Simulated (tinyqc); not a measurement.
Worked calculation: UHF in the sto-3g basis, for HF, spin multiplicity 1. This run ends on a higher stationary point, not on the lowest solution. Computed by tinyqc, a small Python program that keeps every step (integrals from PySCF). Settings: charge = 0, multiplicity = 1, basis = sto-3g, energy threshold = 1e-10, iteration cap = 79, orthogonalisation = symmetric, start = core, DIIS depth = 0, method = UHF, break = 0.7. Command: `OMP_NUM_THREADS=1 python tinyqc.py 30654 30655 out.jsonl` (the two numbers bound the seeds that draw the settings). One thread of a shared host (Intel(R) Xeon(R) Processor @ 2.60GHz), about 0.1 s of CPU time with the checks. Later iterations appear only in the table of the cycle.

## One-electron integrals

Geometry (angstrom):
```
atom,x,y,z
F,0.0000,0.0000,0.0000
H,0.0000,0.0000,1.8280
```

Basis sto-3g: exponents (1/bohr^2) and contraction coefficients of normalised primitives:
```
element,l (shell),exponent,coefficient
F,s (1),166.6791,0.1543
F,s (1),30.3608,0.5353
F,s (1),8.2168,0.4446
F,s (2),6.4648,-0.1000
F,s (2),1.5023,0.3995
F,s (2),0.4886,0.7001
F,p (3),6.4648,0.1559
F,p (3),1.5023,0.6077
F,p (3),0.4886,0.3920
H,s (1),3.4253,0.1543
H,s (1),0.6239,0.5353
H,s (1),0.1689,0.4446
```

Overlap, kinetic and nuclear-attraction integrals over the contracted functions; the nuclear repulsion is the sum of Za Zb / Rab.

nuclear repulsion = 2.605358 hartree

overlap S, lower triangle:
```
,1F 1s,1F 2s,1F 2px,1F 2py,1F 2pz,2H 1s
1F 1s,1.0000
1F 2s,0.2380,1.0000
1F 2px,0.0000,0.0000,1.0000
1F 2py,0.0000,0.0000,0.0000,1.0000
1F 2pz,0.0000,0.0000,0.0000,0.0000,1.0000
2H 1s,0.0062,0.0847,0.0000,0.0000,0.0839,1.0000
```

kinetic energy T (hartree), lower triangle:
```
,1F 1s,1F 2s,1F 2px,1F 2py,1F 2pz,2H 1s
1F 1s,36.9846
1F 2s,-0.2129,1.0380
1F 2px,0.0000,0.0000,3.2480
1F 2py,0.0000,0.0000,0.0000,3.2480
1F 2pz,0.0000,0.0000,0.0000,0.0000,3.2480
2H 1s,-0.0017,-0.0189,0.0000,0.0000,-0.0063,0.7600
```

nuclear attraction V (hartree), lower triangle:
```
,1F 1s,1F 2s,1F 2px,1F 2py,1F 2pz,2H 1s
1F 1s,-77.2991
1F 2s,-9.2457,-11.8307
1F 2px,0.0000,0.0000,-11.7327
1F 2py,0.0000,0.0000,0.0000,-11.7327
1F 2pz,-0.0038,-0.0474,0.0000,0.0000,-11.7495
2H 1s,-0.2462,-0.6475,0.0000,0.0000,-0.5216,-3.8296
```

core Hamiltonian H = T + V (hartree), lower triangle:
```
,1F 1s,1F 2s,1F 2px,1F 2py,1F 2pz,2H 1s
1F 1s,-40.3145
1F 2s,-9.4586,-10.7927
1F 2px,0.0000,0.0000,-8.4847
1F 2py,0.0000,0.0000,0.0000,-8.4847
1F 2pz,-0.0038,-0.0474,0.0000,0.0000,-8.5015
2H 1s,-0.2480,-0.6663,0.0000,0.0000,-0.5279,-3.0696
```

## Two-electron integrals

Functions are numbered as in S; the eight-fold symmetry (ij|kl) = (ji|kl) = (kl|ij) leaves the list below.

Two-electron integrals (ij|kl) in chemists' order, unique and non-zero (hartree):
```
i,j,k,l,(ij|kl)
1,1,1,1,5.4035
2,1,1,1,0.8419
2,1,2,1,0.1563
2,2,1,1,1.2680
2,2,2,1,0.2923
2,2,2,2,0.9262
3,1,3,1,0.0280
3,2,3,1,0.0432
3,2,3,2,0.2046
3,3,1,1,1.2645
3,3,2,1,0.2924
3,3,2,2,0.9260
3,3,3,3,0.9975
4,1,4,1,0.0280
4,2,4,1,0.0432
4,2,4,2,0.2046
4,3,4,3,0.0538
4,4,1,1,1.2645
4,4,2,1,0.2924
4,4,2,2,0.9260
4,4,3,3,0.8900
4,4,4,4,0.9975
5,1,5,1,0.0280
5,2,5,1,0.0432
5,2,5,2,0.2046
5,3,5,3,0.0538
5,4,5,4,0.0538
5,5,1,1,1.2645
5,5,2,1,0.2924
5,5,2,2,0.9260
5,5,3,3,0.8900
5,5,4,4,0.8900
5,5,5,5,0.9975
6,1,1,1,0.0222
6,1,2,1,0.0041
6,1,2,2,0.0076
6,1,3,3,0.0076
6,1,4,4,0.0076
6,1,5,1,1.58e-04
6,1,5,2,2.98e-04
6,1,5,5,0.0076
6,1,6,1,1.07e-04
6,2,1,1,0.0675
6,2,2,1,0.0158
6,2,2,2,0.0575
6,2,3,3,0.0568
6,2,4,4,0.0568
6,2,5,1,0.0011
6,2,5,2,0.0090
6,2,5,5,0.0591
6,2,6,1,4.19e-04
6,2,6,2,0.0048
6,3,3,1,0.0015
6,3,3,2,0.0096
6,3,5,3,0.0019
6,3,6,3,0.0007
6,4,4,1,0.0015
6,4,4,2,0.0096
6,4,5,4,0.0019
6,4,6,4,0.0007
6,5,1,1,0.0527
6,5,2,1,0.0125
6,5,2,2,0.0488
6,5,3,3,0.0470
6,5,4,4,0.0470
6,5,5,1,0.0021
6,5,5,2,0.0159
6,5,5,5,0.0523
6,5,6,1,3.41e-04
6,5,6,2,0.0050
6,5,6,5,0.0058
6,6,1,1,0.2892
6,6,2,1,0.0688
6,6,2,2,0.2887
6,6,3,3,0.2835
6,6,4,4,0.2835
6,6,5,1,0.0038
6,6,5,2,0.0465
6,6,5,5,0.2992
6,6,6,1,0.0018
6,6,6,2,0.0341
6,6,6,5,0.0421
6,6,6,6,0.7746
```

## Orthogonalisation

S = U s U^T; symmetric (Loewdin) form X = U s^(-1/2) U^T, so that X^T S X = 1.

eigenvalues of S: 0.7477  0.9194  1.0000  1.0000  1.0763  1.2565

X, lower triangle:
```
,1F 1s,1F 2s,1F 2px,1F 2py,1F 2pz,2H 1s
1F 1s,1.0222
1F 2s,-0.1238,1.0250
1F 2px,0.0000,0.0000,1.0000
1F 2py,0.0000,0.0000,0.0000,1.0000
1F 2pz,-0.0004,0.0028,0.0000,0.0000,1.0027
2H 1s,0.0047,-0.0438,0.0000,0.0000,-0.0423,1.0054
```

## Starting guess

The start is the orbitals of the core Hamiltonian, with HOMO and LUMO mixed by +/-0.7 rad for the two spins; D(s) = C_occ C_occ^T for each spin.

D(alpha) at the start, lower triangle:
```
,1F 1s,1F 2s,1F 2px,1F 2py,1F 2pz,2H 1s
1F 1s,1.0602
1F 2s,-0.2533,1.0657
1F 2px,-0.0020,0.0148,0.9028
1F 2py,0.0036,-0.0268,0.1757,0.6822
1F 2pz,-0.0010,0.0057,0.0119,-0.0215,1.0057
2H 1s,0.0101,-0.0529,-0.2399,0.4339,-0.0558,0.4222
```

D(beta) at the start, lower triangle:
```
,1F 1s,1F 2s,1F 2px,1F 2py,1F 2pz,2H 1s
1F 1s,1.0602
1F 2s,-0.2533,1.0657
1F 2px,0.0020,-0.0148,0.9028
1F 2py,-0.0036,0.0268,0.1757,0.6822
1F 2pz,-0.0010,0.0057,-0.0119,0.0215,1.0057
2H 1s,0.0101,-0.0529,0.2399,-0.4339,-0.0558,0.4222
```

## Iteration 1: building the Fock matrix

J_ij = sum D_kl (ij|kl) with D = D(alpha) + D(beta), K_ij = sum D_kl (ik|jl) for each spin; F = H + J - K(s); E = tr D H + tr D J / 2 - 0.5 sum_s tr D(s) K(s) + E_nn.

Coulomb J (hartree), lower triangle:
```
,1F 1s,1F 2s,1F 2px,1F 2py,1F 2pz,2H 1s
1F 1s,20.0783
1F 2s,3.8171,9.3853
1F 2px,0.0000,0.0000,9.3812
1F 2py,0.0000,0.0000,0.0378,9.3337
1F 2pz,0.0033,0.0383,0.0000,0.0000,9.4150
2H 1s,0.0997,0.5754,0.0000,0.0000,0.4906,3.2980
```

exchange K(alpha) (hartree), lower triangle:
```
,1F 1s,1F 2s,1F 2px,1F 2py,1F 2pz,2H 1s
1F 1s,5.5415
1F 2s,0.9548,1.5299
1F 2px,0.0002,0.0002,1.2163
1F 2py,-0.0004,-0.0003,0.1659,1.0080
1F 2pz,0.0001,0.0011,-0.0005,0.0009,1.3092
2H 1s,0.0266,0.0879,-0.0666,0.1205,0.0634,0.3308
```

exchange K(beta) (hartree), lower triangle:
```
,1F 1s,1F 2s,1F 2px,1F 2py,1F 2pz,2H 1s
1F 1s,5.5415
1F 2s,0.9548,1.5299
1F 2px,-0.0002,-0.0002,1.2163
1F 2py,0.0004,0.0003,0.1659,1.0080
1F 2pz,0.0001,0.0011,0.0005,-0.0009,1.3092
2H 1s,0.0266,0.0879,0.0666,-0.1205,0.0634,0.3308
```

F(alpha) (hartree), lower triangle:
```
,1F 1s,1F 2s,1F 2px,1F 2py,1F 2pz,2H 1s
1F 1s,-25.7778
1F 2s,-6.5962,-2.9372
1F 2px,-0.0002,-0.0002,-0.3197
1F 2py,0.0004,0.0003,-0.1281,-0.1590
1F 2pz,-0.0005,-0.0102,0.0005,-0.0009,-0.3958
2H 1s,-0.1748,-0.1789,0.0666,-0.1205,-0.1007,-0.1025
```

F(beta) (hartree), lower triangle:
```
,1F 1s,1F 2s,1F 2px,1F 2py,1F 2pz,2H 1s
1F 1s,-25.7778
1F 2s,-6.5962,-2.9372
1F 2px,0.0002,0.0002,-0.3197
1F 2py,-0.0004,-0.0003,-0.1281,-0.1590
1F 2pz,-0.0005,-0.0102,-0.0005,0.0009,-0.3958
2H 1s,-0.1748,-0.1789,-0.0666,0.1205,-0.1007,-0.1025
```

total energy of this density = -98.128779 hartree

## Iteration 1: diagonalisation and new density

Diagonalise F' = X^T F X, C = X C', fill 5 alpha and 5 beta electrons from the bottom; D(s) = C_occ C_occ^T. Each column has its largest component positive (the first on a tie).

F' = X^T F X (alpha) (hartree), lower triangle:
```
,1,2,3,4,5,6
1,-25.3130
2,-3.3723,-1.7934
3,0.0001,-0.0031,-0.3197
4,-0.0002,0.0056,-0.1281,-0.1590
5,-0.0015,-0.0053,-0.0023,0.0042,-0.3896
6,0.0003,-0.0792,0.0670,-0.1211,-0.0806,-0.0852
```

orbital energies (alpha) (hartree): MO1 -25.7870, MO2 -1.3245, MO3 -0.4119, MO4 -0.3906, MO5 -0.2087, MO6 0.0628

coefficients C (alpha):
```
,MO1,MO2,MO3,MO4,MO5,MO6
1F 1s,0.9950,-0.2640,0.0082,0.0000,0.0132,0.0148
1F 2s,0.0201,1.0273,-0.0384,0.0000,-0.0685,-0.0774
1F 2px,0.0000,-0.0010,-0.0499,0.8751,-0.3547,0.3253
1F 2py,0.0000,0.0018,0.0902,0.4839,0.6416,-0.5883
1F 2pz,0.0001,0.0110,0.9470,0.0000,-0.2866,-0.1673
2H 1s,-0.0010,0.0201,0.2351,0.0000,0.6437,0.7380
```

F' = X^T F X (beta) (hartree), lower triangle:
```
,1,2,3,4,5,6
1,-25.3130
2,-3.3723,-1.7934
3,-0.0001,0.0031,-0.3197
4,0.0002,-0.0056,-0.1281,-0.1590
5,-0.0015,-0.0053,0.0023,-0.0042,-0.3896
6,0.0003,-0.0792,-0.0670,0.1211,-0.0806,-0.0852
```

orbital energies (beta) (hartree): MO1 -25.7870, MO2 -1.3245, MO3 -0.4119, MO4 -0.3906, MO5 -0.2087, MO6 0.0628

coefficients C (beta):
```
,MO1,MO2,MO3,MO4,MO5,MO6
1F 1s,0.9950,-0.2640,0.0082,0.0000,0.0132,0.0148
1F 2s,0.0201,1.0273,-0.0384,0.0000,-0.0685,-0.0774
1F 2px,0.0000,0.0010,0.0499,0.8751,0.3547,-0.3253
1F 2py,0.0000,-0.0018,-0.0902,0.4839,-0.6416,0.5883
1F 2pz,0.0001,0.0110,0.9470,0.0000,-0.2866,-0.1673
2H 1s,-0.0010,0.0201,0.2351,0.0000,0.6437,0.7380
```

D(alpha) after iteration 1, lower triangle:
```
,1F 1s,1F 2s,1F 2px,1F 2py,1F 2pz,2H 1s
1F 1s,1.0600
1F 2s,-0.2525,1.0619
1F 2px,-0.0048,0.0252,0.8942
1F 2py,0.0087,-0.0456,0.1914,0.6539
1F 2pz,0.0012,-0.0054,0.0544,-0.0984,0.9791
2H 1s,0.0041,-0.0324,-0.2401,0.4342,0.0384,0.4700
```

D(beta) after iteration 1, lower triangle:
```
,1F 1s,1F 2s,1F 2px,1F 2py,1F 2pz,2H 1s
1F 1s,1.0600
1F 2s,-0.2525,1.0619
1F 2px,0.0048,-0.0252,0.8942
1F 2py,-0.0087,0.0456,0.1914,0.6539
1F 2pz,0.0012,-0.0054,-0.0544,0.0984,0.9791
2H 1s,0.0041,-0.0324,0.2401,-0.4342,0.0384,0.4700
```

## Iteration 2: building the Fock matrix

As before.

Coulomb J (hartree), lower triangle:
```
,1F 1s,1F 2s,1F 2px,1F 2py,1F 2pz,2H 1s
1F 1s,19.9617
1F 2s,3.7906,9.3119
1F 2px,0.0000,0.0000,9.3092
1F 2py,0.0000,0.0000,0.0412,9.2576
1F 2pz,0.0029,0.0407,0.0000,0.0000,9.3429
2H 1s,0.0990,0.5728,0.0000,0.0000,0.4900,3.3497
```

exchange K(alpha) (hartree), lower triangle:
```
,1F 1s,1F 2s,1F 2px,1F 2py,1F 2pz,2H 1s
1F 1s,5.5396
1F 2s,0.9522,1.5180
1F 2px,0.0000,0.0109,1.2048
1F 2py,-0.0001,-0.0198,0.1806,0.9780
1F 2pz,0.0001,-0.0023,0.0396,-0.0717,1.2908
2H 1s,0.0266,0.0984,-0.0639,0.1156,0.0929,0.3768
```

exchange K(beta) (hartree), lower triangle:
```
,1F 1s,1F 2s,1F 2px,1F 2py,1F 2pz,2H 1s
1F 1s,5.5396
1F 2s,0.9522,1.5180
1F 2px,0.0000,-0.0109,1.2048
1F 2py,0.0001,0.0198,0.1806,0.9780
1F 2pz,0.0001,-0.0023,-0.0396,0.0717,1.2908
2H 1s,0.0266,0.0984,0.0639,-0.1156,0.0929,0.3768
```

F(alpha) (hartree), lower triangle:
```
,1F 1s,1F 2s,1F 2px,1F 2py,1F 2pz,2H 1s
1F 1s,-25.8923
1F 2s,-6.6202,-2.9988
1F 2px,0.0000,-0.0109,-0.3802
1F 2py,0.0001,0.0198,-0.1395,-0.2051
1F 2pz,-0.0010,-0.0044,-0.0396,0.0717,-0.4495
2H 1s,-0.1755,-0.1919,0.0639,-0.1156,-0.1308,-0.0967
```

F(beta) (hartree), lower triangle:
```
,1F 1s,1F 2s,1F 2px,1F 2py,1F 2pz,2H 1s
1F 1s,-25.8923
1F 2s,-6.6202,-2.9988
1F 2px,0.0000,0.0109,-0.3802
1F 2py,-0.0001,-0.0198,-0.1395,-0.2051
1F 2pz,-0.0010,-0.0044,0.0396,-0.0717,-0.4495
2H 1s,-0.1755,-0.1919,-0.0639,0.1156,-0.1308,-0.0967
```

total energy of this density = -98.168421 hartree

## Iteration 2: diagonalisation and new density

As before.

F' = X^T F X (alpha) (hartree), lower triangle:
```
,1,2,3,4,5,6
1,-25.4276
2,-3.3757,-1.8525
3,0.0016,-0.0141,-0.3802
4,-0.0029,0.0255,-0.1395,-0.2051
5,-0.0029,0.0024,-0.0425,0.0768,-0.4409
6,0.0015,-0.0907,0.0664,-0.1201,-0.1093,-0.0758
```

orbital energies (alpha) (hartree): MO1 -25.9014, MO2 -1.3852, MO3 -0.4785, MO4 -0.4573, MO5 -0.2406, MO6 0.0809

coefficients C (alpha):
```
,MO1,MO2,MO3,MO4,MO5,MO6
1F 1s,0.9951,-0.2637,0.0064,0.0000,0.0106,0.0189
1F 2s,0.0199,1.0268,-0.0294,0.0000,-0.0582,-0.0942
1F 2px,0.0000,0.0079,0.0778,0.8751,-0.3759,0.2945
1F 2py,0.0000,-0.0143,-0.1407,0.4839,0.6798,-0.5326
1F 2pz,0.0001,0.0063,0.9597,0.0000,-0.0298,-0.2918
2H 1s,-0.0010,0.0236,0.1636,0.0000,0.6338,0.7652
```

F' = X^T F X (beta) (hartree), lower triangle:
```
,1,2,3,4,5,6
1,-25.4276
2,-3.3757,-1.8525
3,-0.0016,0.0141,-0.3802
4,0.0029,-0.0255,-0.1395,-0.2051
5,-0.0029,0.0024,0.0425,-0.0768,-0.4409
6,0.0015,-0.0907,-0.0664,0.1201,-0.1093,-0.0758
```

orbital energies (beta) (hartree): MO1 -25.9014, MO2 -1.3852, MO3 -0.4785, MO4 -0.4573, MO5 -0.2406, MO6 0.0809

coefficients C (beta):
```
,MO1,MO2,MO3,MO4,MO5,MO6
1F 1s,0.9951,-0.2637,0.0064,0.0000,-0.0106,0.0189
1F 2s,0.0199,1.0268,-0.0294,0.0000,0.0582,-0.0942
1F 2px,0.0000,-0.0079,-0.0778,0.8751,-0.3759,-0.2945
1F 2py,0.0000,0.0143,0.1407,0.4839,0.6798,0.5326
1F 2pz,0.0001,0.0063,0.9597,0.0000,0.0298,-0.2918
2H 1s,-0.0010,0.0236,0.1636,0.0000,-0.6338,0.7652
```

D(alpha) after iteration 2, lower triangle:
```
,1F 1s,1F 2s,1F 2px,1F 2py,1F 2pz,2H 1s
1F 1s,1.0599
1F 2s,-0.2518,1.0591
1F 2px,-0.0056,0.0277,0.9133
1F 2py,0.0101,-0.0502,0.1568,0.7164
1F 2pz,0.0043,-0.0200,0.0859,-0.1554,0.9220
2H 1s,0.0006,-0.0175,-0.2254,0.4075,0.1382,0.4290
```

D(beta) after iteration 2, lower triangle:
```
,1F 1s,1F 2s,1F 2px,1F 2py,1F 2pz,2H 1s
1F 1s,1.0599
1F 2s,-0.2518,1.0591
1F 2px,0.0056,-0.0277,0.9133
1F 2py,-0.0101,0.0502,0.1568,0.7164
1F 2pz,0.0043,-0.0200,-0.0859,0.1554,0.9220
2H 1s,0.0006,-0.0175,0.2254,-0.4075,0.1382,0.4290
```

## Iteration 3: building the Fock matrix

As before.

Coulomb J (hartree), lower triangle:
```
,1F 1s,1F 2s,1F 2px,1F 2py,1F 2pz,2H 1s
1F 1s,20.0179
1F 2s,3.8036,9.3514
1F 2px,0.0000,0.0000,9.3507
1F 2py,0.0000,0.0000,0.0337,9.3083
1F 2pz,0.0014,0.0324,0.0000,0.0000,9.3689
2H 1s,0.0994,0.5740,0.0000,0.0000,0.4897,3.3129
```

exchange K(alpha) (hartree), lower triangle:
```
,1F 1s,1F 2s,1F 2px,1F 2py,1F 2pz,2H 1s
1F 1s,5.5401
1F 2s,0.9534,1.5239
1F 2px,0.0001,0.0145,1.2242
1F 2py,-0.0001,-0.0263,0.1480,1.0383
1F 2pz,0.0001,-0.0096,0.0701,-0.1268,1.2483
2H 1s,0.0269,0.1052,-0.0580,0.1050,0.1184,0.3541
```

exchange K(beta) (hartree), lower triangle:
```
,1F 1s,1F 2s,1F 2px,1F 2py,1F 2pz,2H 1s
1F 1s,5.5401
1F 2s,0.9534,1.5239
1F 2px,-0.0001,-0.0145,1.2242
1F 2py,0.0001,0.0263,0.1480,1.0383
1F 2pz,0.0001,-0.0096,-0.0701,0.1268,1.2483
2H 1s,0.0269,0.1052,0.0580,-0.1050,0.1184,0.3541
```

F(alpha) (hartree), lower triangle:
```
,1F 1s,1F 2s,1F 2px,1F 2py,1F 2pz,2H 1s
1F 1s,-25.8367
1F 2s,-6.6084,-2.9652
1F 2px,-0.0001,-0.0145,-0.3581
1F 2py,0.0001,0.0263,-0.1143,-0.2147
1F 2pz,-0.0025,-0.0054,-0.0701,0.1268,-0.3809
2H 1s,-0.1755,-0.1975,0.0580,-0.1050,-0.1567,-0.1108
```

F(beta) (hartree), lower triangle:
```
,1F 1s,1F 2s,1F 2px,1F 2py,1F 2pz,2H 1s
1F 1s,-25.8367
1F 2s,-6.6084,-2.9652
1F 2px,0.0001,0.0145,-0.3581
1F 2py,-0.0001,-0.0263,-0.1143,-0.2147
1F 2pz,-0.0025,-0.0054,0.0701,-0.1268,-0.3809
2H 1s,-0.1755,-0.1975,-0.0580,0.1050,-0.1567,-0.1108
```

total energy of this density = -98.208761 hartree

## Iteration 3: diagonalisation and new density

As before.

F' = X^T F X (alpha) (hartree), lower triangle:
```
,1,2,3,4,5,6
1,-25.3719
2,-3.3745,-1.8189
3,0.0020,-0.0176,-0.3581
4,-0.0037,0.0319,-0.1143,-0.2147
5,-0.0046,0.0032,-0.0728,0.1316,-0.3699
6,0.0022,-0.0974,0.0620,-0.1121,-0.1377,-0.0872
```

orbital energies (alpha) (hartree): MO1 -25.8458, MO2 -1.3531, MO3 -0.4598, MO4 -0.4213, MO5 -0.2459, MO6 0.1052

coefficients C (alpha):
```
,MO1,MO2,MO3,MO4,MO5,MO6
1F 1s,0.9951,-0.2636,0.0092,0.0000,0.0121,0.0199
1F 2s,0.0200,1.0258,-0.0409,0.0000,-0.0652,-0.0968
1F 2px,0.0000,0.0115,0.1718,0.8751,-0.3510,0.2852
1F 2py,0.0000,-0.0208,-0.3106,0.4839,0.6347,-0.5158
1F 2pz,0.0002,0.0099,0.9049,0.0000,0.1001,-0.4222
2H 1s,-0.0010,0.0310,0.1702,0.0000,0.6752,0.7271
```

F' = X^T F X (beta) (hartree), lower triangle:
```
,1,2,3,4,5,6
1,-25.3719
2,-3.3745,-1.8189
3,-0.0020,0.0176,-0.3581
4,0.0037,-0.0319,-0.1143,-0.2147
5,-0.0046,0.0032,0.0728,-0.1316,-0.3699
6,0.0022,-0.0974,-0.0620,0.1121,-0.1377,-0.0872
```

orbital energies (beta) (hartree): MO1 -25.8458, MO2 -1.3531, MO3 -0.4598, MO4 -0.4213, MO5 -0.2459, MO6 0.1052

coefficients C (beta):
```
,MO1,MO2,MO3,MO4,MO5,MO6
1F 1s,0.9951,-0.2636,0.0092,0.0000,0.0121,0.0199
1F 2s,0.0200,1.0258,-0.0409,0.0000,-0.0652,-0.0968
1F 2px,0.0000,-0.0115,-0.1718,0.8751,0.3510,-0.2852
1F 2py,0.0000,0.0208,0.3106,0.4839,-0.6347,0.5158
1F 2pz,0.0002,0.0099,0.9049,0.0000,0.1001,-0.4222
2H 1s,-0.0010,0.0310,0.1702,0.0000,0.6752,0.7271
```

D(alpha) after iteration 3, lower triangle:
```
,1F 1s,1F 2s,1F 2px,1F 2py,1F 2pz,2H 1s
1F 1s,1.0599
1F 2s,-0.2517,1.0586
1F 2px,-0.0057,0.0276,0.9187
1F 2py,0.0102,-0.0499,0.1471,0.7339
1F 2pz,0.0071,-0.0334,0.1204,-0.2178,0.8289
2H 1s,0.0006,-0.0191,-0.2074,0.3751,0.2219,0.4859
```

D(beta) after iteration 3, lower triangle:
```
,1F 1s,1F 2s,1F 2px,1F 2py,1F 2pz,2H 1s
1F 1s,1.0599
1F 2s,-0.2517,1.0586
1F 2px,0.0057,-0.0276,0.9187
1F 2py,-0.0102,0.0499,0.1471,0.7339
1F 2pz,0.0071,-0.0334,-0.1204,0.2178,0.8289
2H 1s,0.0006,-0.0191,0.2074,-0.3751,0.2219,0.4859
```

## Convergence

Stop when the energy changes by less than 1e-10 hartree and every element of the error matrix X^T (F D S - S D F) X (for each spin) is below 3e-06.

Course of the cycle:
```
iteration,E (hartree),change,largest element of the error matrix
1,-98.128779,-,4.76e-02
2,-98.168421,-3.96e-02,4.94e-02
3,-98.208761,-4.03e-02,5.98e-02
4,-98.246245,-3.75e-02,3.98e-02
5,-98.268971,-2.27e-02,3.48e-02
6,-98.282576,-1.36e-02,2.33e-02
7,-98.289887,-7.31e-03,1.77e-02
8,-98.294202,-4.32e-03,1.35e-02
9,-98.296785,-2.58e-03,1.08e-02
10,-98.298445,-1.66e-03,8.64e-03
11,-98.299544,-1.10e-03,7.17e-03
12,-98.300307,-7.62e-04,5.97e-03
13,-98.300850,-5.43e-04,5.10e-03
14,-98.301248,-3.99e-04,4.37e-03
...,...,...,...
66,-98.457775,-1.70e-05,2.29e-03
67,-98.457791,-1.65e-05,2.25e-03
68,-98.457807,-1.60e-05,2.22e-03
69,-98.457823,-1.56e-05,2.19e-03
70,-98.457838,-1.51e-05,2.16e-03
71,-98.457852,-1.46e-05,2.12e-03
72,-98.457867,-1.42e-05,2.09e-03
73,-98.457880,-1.38e-05,2.06e-03
74,-98.457894,-1.34e-05,2.03e-03
75,-98.457907,-1.30e-05,2.00e-03
76,-98.457919,-1.26e-05,1.97e-03
77,-98.457932,-1.22e-05,1.94e-03
78,-98.457943,-1.18e-05,1.91e-03
79,-98.457955,-1.15e-05,1.88e-03
```

PySCF UHF in the same basis, after a stability check = -98.458316 hartree

Not converged within the cap of 79 iterations: the residual falls steadily but slowly, by a factor of about 0.98 a step. Reruns (cap 100 unless said): DIIS 8: converged in 28 to a higher stationary point; damping 0.5: not converged; level shift 0.5: not converged; atomic densities as start, DIIS 8: converged in 9 to a higher stationary point; the original settings with a cap of 400: not converged.
